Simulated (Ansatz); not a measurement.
**Al–C–OH, triplet in cc-pVDZ: errors against UCCSDT(Q)**

Geometry: a PBE0/def2-TZVP stationary point for this spin, not checked as a minimum.

```csv
atom,x (Å),y (Å),z (Å)
Al,0.0000,-0.1626,2.2201
C,0.0000,-0.0757,0.2890
O,0.0000,-0.2918,-0.9987
H,0.0000,0.5301,-1.5104
```

Basis cc-pVDZ; Ansatz 0.2.0. Only valence electrons are correlated (noble-gas cores frozen), which leaves 14 electrons in 44 orbitals. R marks a restricted (for open shells ROHF) determinant, U an unrestricted one.

Full CI isn't at hand for all of this; UCCSDT(Q) serves as the reference, and is uncertain by the last step of the cluster series or more. The frozen core follows each run's orbitals, which can shift R against U totals by a few meV.

For open shells CISD is restricted-active-space CI with the open shells as a complete middle space.

The UHF ⟨S²⟩ is 2.084 and the T1 diagnostic (RCCSD) is 0.0292. The largest doubles amplitude (RCCSD) is 0.091. The T1 diagnostic (UCCSD) is 0.0341.

```json
{"level": "RHF", "E − E(UCCSDT(Q)) (kcal/mol)": "232.40", "share of correlation (%)": "0.00", "wall time": "–"}
{"level": "UHF", "E − E(UCCSDT(Q)) (kcal/mol)": "227.55", "share of correlation (%)": "2.09", "wall time": "–"}
{"level": "RMP2", "E − E(UCCSDT(Q)) (kcal/mol)": "27.52", "share of correlation (%)": "88.16", "wall time": "–"}
{"level": "UMP2", "E − E(UCCSDT(Q)) (kcal/mol)": "28.85", "share of correlation (%)": "87.59", "wall time": "–"}
{"level": "CISD", "E − E(UCCSDT(Q)) (kcal/mol)": "31.01", "share of correlation (%)": "86.66", "wall time": "2.5 s"}
{"level": "RCCSD", "E − E(UCCSDT(Q)) (kcal/mol)": "8.17", "share of correlation (%)": "96.48", "wall time": "–"}
{"level": "UCCSD", "E − E(UCCSDT(Q)) (kcal/mol)": "8.08", "share of correlation (%)": "96.52", "wall time": "–"}
{"level": "RCCSD(T)", "E − E(UCCSDT(Q)) (kcal/mol)": "1.48", "share of correlation (%)": "99.36", "wall time": "2.2 s"}
{"level": "UCCSD(T)", "E − E(UCCSDT(Q)) (kcal/mol)": "1.51", "share of correlation (%)": "99.35", "wall time": "2.5 s"}
{"level": "BCCD(T)", "E − E(UCCSDT(Q)) (kcal/mol)": "1.40", "share of correlation (%)": "99.40", "wall time": "2.4 s"}
{"level": "RCCSDT", "E − E(UCCSDT(Q)) (kcal/mol)": "0.66", "share of correlation (%)": "99.72", "wall time": "–"}
{"level": "UCCSDT", "E − E(UCCSDT(Q)) (kcal/mol)": "0.64", "share of correlation (%)": "99.72", "wall time": "–"}
{"level": "RCCSDT(Q)", "E − E(UCCSDT(Q)) (kcal/mol)": "0.10", "share of correlation (%)": "99.96", "wall time": "58 s"}
```

The correlation energy at UCCSDT(Q), counted from RHF, is -10.078 eV. That run took 53 s on 1 thread of AMD EPYC 9R45, shared host.

Times hold each run's SCF and search for its determinant on a shared host, so for small cases they say little of a method's own cost; they ran on 1 thread of AMD EPYC 9R45.

Atomization energy (electronic, same basis, no zero-point term; atoms at the same level, unrestricted beside the R rows where the molecule is a closed shell, with restricted open-shell steps beyond CCSDT(Q)) at UCCSDT(Q): 1072.3 kJ/mol. Errors of other levels:

| level | error (kJ/mol) |
| --- | --- |
| RHF | -309.7 |
| UHF | -321.3 |
| RMP2 | 33.2 |
| UMP2 | 26.2 |
| CISD | -114.4 |
| RCCSD | -24.9 |
| UCCSD | -25.3 |
| RCCSD(T) | -3.6 |
| UCCSD(T) | -4.0 |
| BCCD(T) | -3.3 |
| RCCSDT | -2.3 |
| UCCSDT | -2.5 |
| RCCSDT(Q) | -0.2 |

This basis is far from its limit, so the value isn't to be set against a measured one. Truncated CI isn't size-consistent, which counts against it in atomization.
